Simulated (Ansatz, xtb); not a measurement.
Two isomers of C3H5ClF2

Structure a is `CC(F)(F)CCl`, a singlet and structure b is `CCC(F)(F)Cl`, a singlet. Both are isolated molecules in the gas phase, relaxed with PBE0-D3(BJ)/def2-SVP; the shapes shown needn't be the lowest conformers.

a (Å):

```tsv
atom	x (Å)	y (Å)	z (Å)
C	-0.8063	1.3701	-0.5822
C	-0.8803	0.1233	-1.4187
C	-1.7078	-1.0223	-0.8573
Cl	-1.1317	-1.5656	0.7296
F	-1.4410	0.4170	-2.6272
F	0.3732	-0.3263	-1.6728
H	-1.8119	1.7812	-0.4220
H	-0.3480	1.1425	0.3883
H	-0.1929	2.1110	-1.1122
H	-2.7545	-0.7064	-0.7613
H	-1.6449	-1.8640	-1.5595
```

b (Å):

```json
{"atom": "C", "x (Å)": "0.0420", "y (Å)": "0.0719", "z (Å)": "0.7385"}
{"atom": "C", "x (Å)": "-0.5440", "y (Å)": "0.6023", "z (Å)": "-0.5597"}
{"atom": "C", "x (Å)": "0.4643", "y (Å)": "1.3852", "z (Å)": "-1.3652"}
{"atom": "Cl", "x (Å)": "-0.2506", "y (Å)": "2.0012", "z (Å)": "-2.8817"}
{"atom": "F", "x (Å)": "1.5218", "y (Å)": "0.6272", "z (Å)": "-1.6838"}
{"atom": "F", "x (Å)": "0.9294", "y (Å)": "2.4324", "z (Å)": "-0.6713"}
{"atom": "H", "x (Å)": "0.8918", "y (Å)": "-0.5978", "z (Å)": "0.5437"}
{"atom": "H", "x (Å)": "-0.7178", "y (Å)": "-0.4935", "z (Å)": "1.2958"}
{"atom": "H", "x (Å)": "0.3939", "y (Å)": "0.8939", "z (Å)": "1.3779"}
{"atom": "H", "x (Å)": "-0.9065", "y (Å)": "-0.2146", "z (Å)": "-1.2011"}
{"atom": "H", "x (Å)": "-1.3981", "y (Å)": "1.2697", "z (Å)": "-0.3726"}
```

Quicker runs give these differences E(b) − E(a): GFN2-xTB −0.57 kcal/mol; HF/STO-3G −5.49 kcal/mol (at GFN2-xTB geometries); r2SCAN-D4/def2-SVP −1.48 kcal/mol (at GFN2-xTB geometries).

**Question.** Estimate E(b) − E(a) at the level CCSD(T)/def2-SVP + ΔMP2/def2-TZVPP.

**Answer.** Not settled: CCSD(T)/def2-SVP + ΔMP2/def2-TZVPP gives E(b) − E(a) = +1.50 kcal/mol, but this leans on the basis-set step: CCSD(T) alone gives −0.08 kcal/mol.

Level by level:

```tsv
level	geometry	E(b) − E(a) (kcal/mol)	departure from the last row (kcal/mol)	job, with rough time for the two
GFN2-xTB	GFN2-xTB	−0.57	−2.07	optimisation, 0.096 s
HF/STO-3G	GFN2-xTB	−5.49	−6.98	single point, 0.34 s
r2SCAN-D4/def2-SVP	GFN2-xTB	−1.48	−2.98	single point, 4.6 s
PBE0-D3(BJ)/def2-SVP	PBE0-D3(BJ)/def2-SVP	−0.62	−2.12	optimisation, 28 s
HF/def2-SVP	PBE0-D3(BJ)/def2-SVP	+2.26	+0.77	part of the CCSD(T) run
MP2/def2-SVP	PBE0-D3(BJ)/def2-SVP	−0.69	−2.18	part of the CCSD(T) run
CCSD(T)/def2-SVP	PBE0-D3(BJ)/def2-SVP	−0.08	−1.58	single point
CCSD(T)/def2-SVP + ΔMP2/def2-TZVPP	PBE0-D3(BJ)/def2-SVP	+1.50		single point, 53 s
```

As drawn, both hold the same kinds of bond in the same numbers.

GFN2-xTB, HF/STO-3G, r2SCAN-D4/def2-SVP, PBE0-D3(BJ)/def2-SVP, MP2/def2-SVP put the two in the other order. CCSD(T)/def2-SVP finds them nearly level. The largest departure from CCSD(T)/def2-SVP + ΔMP2/def2-TZVPP is that of HF/STO-3G, 6.98 kcal/mol. The last row adds to CCSD(T) the change of the MP2 difference between the two basis sets, here +1.58 kcal/mol.

With harmonic frequencies from PBE0-D3(BJ)/def2-SVP (ideal gas, rigid rotor, one conformer each, 298.15 K, 1 atm): the zero-point term adds +0.01 kcal/mol; ΔH is +1.53 and ΔG +1.57 kcal/mol.

The correlated steps freeze 10 core orbitals. Mirror images aren't counted in ΔG. Programs: Ansatz 0.2.0, xtb 6.7.1; the last row on 2 threads of Arm Neoverse V2 on a shared host.
